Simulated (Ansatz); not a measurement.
# C4H5F2: the cost of one run

Program: Ansatz 0.2.0 through its Python package. The levels of theory stand in the script. These are calculated values, not measurements.

## (1) Starting point

Bond lengths: C1–C2 1.488 Å, C2–C3 1.441 Å, C3–C4 1.337 Å, C4–F5 1.350 Å, C4–F6 1.350 Å, C1–H7 1.094 Å, C1–H8 1.094 Å, C1–H9 1.094 Å, C2–H10 1.086 Å, C3–H11 1.086 Å. Angles (14 of 15 angles, heavy atoms first): C1–C2–C3 120.7°, C2–C3–C4 124.1°, C3–C4–F5 119.4°, C3–C4–F6 120.9°, F5–C4–F6 119.7°, C1–C2–H10 119.3°, C3–C2–H10 119.7°, C2–C1–H7 109.8°, C2–C1–H8 112.0°, C2–C1–H9 110.2°, C2–C3–H11 117.9°, C4–C3–H11 118.1°, H7–C1–H8 107.8°, H7–C1–H9 108.2°.

The script holds or builds the structure itself.

## (2) The script

The input, c4h5f2_disp.py:

```python
"""Size of D3 and D4 in C4H5F2(+)."""

import ansatz as az

GEOMETRY = """
C    -1.60690    0.37110    0.61870
C    -0.23950   -0.20920    0.52510
C     0.58660    0.03420   -0.63030
C     1.84720   -0.39370   -0.75290
F     2.53640   -0.11080   -1.87820
F     2.43750   -1.10270    0.23260
H    -2.26610   -0.31790    1.15560
H    -2.04420    0.55290   -0.36780
H    -1.57900    1.31590    1.16960
H     0.17080   -0.74130    1.37830
H     0.15730    0.60160   -1.45090
"""

mol = az.Crystal.molecule()
for line in GEOMETRY.strip().splitlines():
    symbol, *xyz = line.split()
    mol = mol.atom(symbol, [float(v) for v in xyz])

setup = mol.calculation().basis(gaussian="def2-SVP").charge(1)
for name in ["blyp", "pbe"]:
    for correction in ("d3bj", "d4"):
        summary = setup.functional(name, dispersion=correction).run().report
        print(f"{name:8s} {correction:5s} total {summary['free_energy_ev']:.5f} eV, of which dispersion {1000 * summary['dispersion']['energy']['ev']:.2f} meV")
```

## (3) The input behind the calls

The engine receives this input (first run):

```yaml
crystal:
  periodic: [false, false, false]
  atoms:
    - { symbol: C, position_ang: [-1.6069, 0.3711, 0.6187] }
    - { symbol: C, position_ang: [-0.2395, -0.2092, 0.5251] }
    - { symbol: C, position_ang: [0.5866, 0.0342, -0.6303] }
    - { symbol: C, position_ang: [1.8472, -0.3937, -0.7529] }
    - { symbol: F, position_ang: [2.5364, -0.1108, -1.8782] }
    - { symbol: F, position_ang: [2.4375, -1.1027, 0.2326] }
    - { symbol: H, position_ang: [-2.2661, -0.3179, 1.1556] }
    - { symbol: H, position_ang: [-2.0442, 0.5529, -0.3678] }
    - { symbol: H, position_ang: [-1.579, 1.3159, 1.1696] }
    - { symbol: H, position_ang: [0.1708, -0.7413, 1.3783] }
    - { symbol: H, position_ang: [0.1573, 0.6016, -1.4509] }
basis:
  gaussian:
    orbitals: def2-SVP
hamiltonian:
  xc: blyp
  dispersion: d3bj
total_charge: 1.0
```

## (4) Launch

The run is started by

```sh
> python c4h5f2_disp.py
```

**Question.** How long does this script take on 1 thread of Arm Neoverse V1, shared host, and how much memory does it need?

About 12 s, with a peak of 0.19 GiB.
